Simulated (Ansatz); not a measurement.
**A rate constant, worked out**

An elementary step of BH₂ClO, closed shell (BH₂ClO ([OH][BH][Cl]) → BHO ([BH][O]) + HCl; B–Cl, O–H broken or loosened, Cl–H formed or tightened). The start structure is the reactant molecule, and the electronic barrier above it is 2.224 eV by CCSD(T) at an estimated basis limit (MP2 extrapolated from triple and quadruple zeta, plus CCSD(T) − MP2 in triple zeta). Program: Ansatz 0.2.0. Basis: def2-TZVPP and def2-QZVPP. Cores are frozen in the correlated methods. Extrapolation: Hartree–Fock as exp(−7.88 √X), correlation as X^−2.97. Harmonic wavenumbers at PBE0-D4/def2-TZVP (Ansatz 0.2.0), in cm⁻¹:

Start: 384, 643, 747, 869, 1007, 1155, 1370, 2694, 3849.

Saddle: 1214i, 366, 500, 752, 834, 870, 1493, 1689, 2824.

Task: Work out the transition-state-theory rate constant at 600 K from these numbers alone (harmonic vibrations; rotation, path degeneracy and anharmonicity left out), and the Wigner tunnelling factor. Use 1 cm⁻¹ = 1.2398 × 10⁻⁴ eV and k_B = 8.617 × 10⁻⁵ eV/K.

Result: Zero-point energies, half the sums: start 12718/2 cm⁻¹ = 0.7884 eV; saddle, real modes only, 9328/2 cm⁻¹ = 0.5783 eV.
Barrier with zero-point energy: 2.224 + 0.5783 − 0.7884 = 2.0139 eV.
k_BT = 0.05170 eV, so the barrier is 38.95 k_BT.
Vibrational partition functions from the zero-point level, ln q = −Σ ln(1 − exp(−hν/k_BT)): start 1.262, saddle 1.401.
k = (k_BT/h) exp(ln q‡ − ln q) exp(−E0/k_BT), with log₁₀(k_BT/h in s⁻¹) = 13.10: log₁₀ k = 13.10 + (0.139 − 38.95)/2.3026 = -3.76, so k ≈ 2 × 10^(-4) s⁻¹.
Wigner factor: 1 + (hν‡/k_BT)²/24 = 1 + (2.91)²/24 = 1.35. A change of 1 kcal/mol (0.043 eV) in the barrier would change k by a factor of 2.3 at this temperature.

The T1 diagnostic stays at or below 0.018.

Labels in which every atom is bracketed show which atoms are joined, not bond orders.

For scale, one of the runs: CCSD(T)/def2-TZVPP, 132 basis functions, launched by `ansatz run in.yaml --threads 2 --pin off --events-out ev --progress --plain --max-ram 4352MiB`. Time: 8.5 s of wall clock on 2 CPU threads of an Arm Neoverse V1; the host was shared. Peak host memory: 0.66 GiB.
